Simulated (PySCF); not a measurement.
Isomers of C3H2F2, mass 76.012 u with the commonest isotopes. Computed with PBE0-D3(BJ)/def2-SVP geometry optimisation, gas phase in PySCF. One conformer each, none proved a minimum here; rigid rotors.

Problem. Order these by out-of-plane moment Σ m c² = (Ia + Ib − Ic)/2, smallest first.
A. `C#CC(F)F`
B. `FC1=C(F)C1`
C. `FC1=C[C@H]1F`

Solution. B (1.71 u·Å²), A (5.06 u·Å²), C (7.01 u·Å²).

Problem. Order these by dipole moment, largest first.
A. `C#CC(F)F`
B. `FC1CC=1F`
C. `FC1=C[C@H]1F`

Solution. A (2.08 D), C (1.88 D), B (0.71 D).

Problem. Order these by rotational constant B, largest first.
A. `FC1=C[C@H]1F`
B. `FC1=C(C1)F`
C. `C#CC(F)F`

Solution. C (3950 MHz), A (3854 MHz), B (3759 MHz).

```json
{"SMILES": "FC1=C[C@H]1F", "point group": "C1", "Ia (u·Å²)": "42.93", "Ib (u·Å²)": "131.14", "Ic (u·Å²)": "160.06", "κ": "-0.84", "μa (D)": "0.61", "μb (D)": "1.65", "μc (D)": "0.67"}
{"SMILES": "FC1=C(F)C1", "point group": "C2v", "Ia (u·Å²)": "45.51", "Ib (u·Å²)": "134.43", "Ic (u·Å²)": "176.53", "κ": "-0.78", "μa (D)": "0.00", "μb (D)": "0.71", "μc (D)": "0.00"}
{"SMILES": "C#CC(F)F", "point group": "Cs", "Ia (u·Å²)": "50.31", "Ib (u·Å²)": "127.94", "Ic (u·Å²)": "168.14", "κ": "-0.73", "μa (D)": "1.72", "μb (D)": "0.00", "μc (D)": "1.17"}
```
